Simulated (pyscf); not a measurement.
hydrogen fluoride (HF) + HO–Si•(F)–F → F–Si•(F)–F + water (H₂O), a four-centre exchange (doublet surface; F–H, O–Si broken, F–Si, H–O formed). Structures and frequencies: ωB97X-D3(BJ)/def2-SVP in PySCF. Energies in kJ/mol from the separated reactants.

Small-basis levels: PySCF, no dispersion term, spherical d functions. AM1 to PM7: differences of heats of formation from MOPAC, which are fitted to 298 K values and so differ in kind from electronic energies by zero-point and thermal terms. GFN2-xTB: tblite. Open shells are spin-unrestricted. 

| level | barrier | reaction energy |
|---|---|---|
| HF/3-21G | ? | -36.9 |
| B3LYP/LANL2DZ | -0.1 | -8.6 |
| M06-2X/6-31G* | -4.3 | -53.8 |
| B3LYP/6-311+G** | 54.8 | -25.3 |
| B3LYP/def2-SVP | 3.9 | -36.8 |
| GFN2-xTB | 64.3 | -38.0 |
| PM3 | ? | -25.5 |
| ωB97M-D3(BJ)/def2-TZVP | ? | -33.6 |

What belongs in the gaps?


- HF/3-21G, barrier: -33.7
- PM3, barrier: 153.8
- ωB97M-D3(BJ)/def2-TZVP, barrier: 41.5

Against the last row the barrier runs from -75.2 (HF/3-21G) to +112.3 kJ/mol (PM3). At HF/3-21G, M06-2X/6-31G* this geometry lies under one side, so the entry may be no barrier of that level: it is a single point on another level's saddle. ωB97M-D3(BJ)/def2-TZVP has limits of its own. On the reactant side the descent ends in a complex, 17.2 kJ/mol under the separated species and 62.4 kJ/mol under the saddle at ωB97X-D3(BJ)/def2-TZVP. This is the saddle that the search found; another between the same sides may lie lower.
